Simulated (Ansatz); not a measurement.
**Scan of [H···H···CH3], doublet**

Starting geometry:

```xyz
6

H    -1.8667    0.0000    0.0000
H    -1.1217    0.0000    0.0000
C     0.2003    0.0000    0.0000
H     0.2003   -1.0800    0.0000
H     0.2003    0.5400    0.9353
H     0.2003    0.5400   -0.9353
```

From there H2 is moved from one fragment to the other while all else, the fragments' distance too, stays fixed; atoms are numbered as listed. Energies are in kJ/mol, counted from the starting geometry at the same level.

Basis cc-pVTZ; Ansatz 0.2.0. Only valence electrons are correlated (noble-gas cores frozen). R marks a restricted (for open shells ROHF) determinant, U an unrestricted one.

Full CI isn't at hand for all of this; UCCSDT(Q) serves as the reference, and is uncertain by about the last step of the cluster series.

```tsv
distance H1-H2 (Å)	UHF
0.745	0.0
0.778	2.6
0.844	10.9
0.911	20.3
0.977	31.2
```

Q: Estimate the UCCSDT(Q) curve in cc-pVTZ from this one, knowing how UHF errs.

A: The computed UCCSDT(Q) values, in kJ/mol from the starting point, and the error of UHF against them:
```json
{"distance H1-H2 (Å)": "0.745", "UCCSDT(Q)": "0.0", "UHF less UCCSDT(Q)": "0.0"}
{"distance H1-H2 (Å)": "0.778", "UCCSDT(Q)": "-0.5", "UHF less UCCSDT(Q)": "3.1"}
{"distance H1-H2 (Å)": "0.844", "UCCSDT(Q)": "3.0", "UHF less UCCSDT(Q)": "7.9"}
{"distance H1-H2 (Å)": "0.911", "UCCSDT(Q)": "10.5", "UHF less UCCSDT(Q)": "9.8"}
{"distance H1-H2 (Å)": "0.977", "UCCSDT(Q)": "22.6", "UHF less UCCSDT(Q)": "8.6"}
```

The error spans 9.8 kJ/mol and is largest, 9.8 kJ/mol, at 0.911 Å.
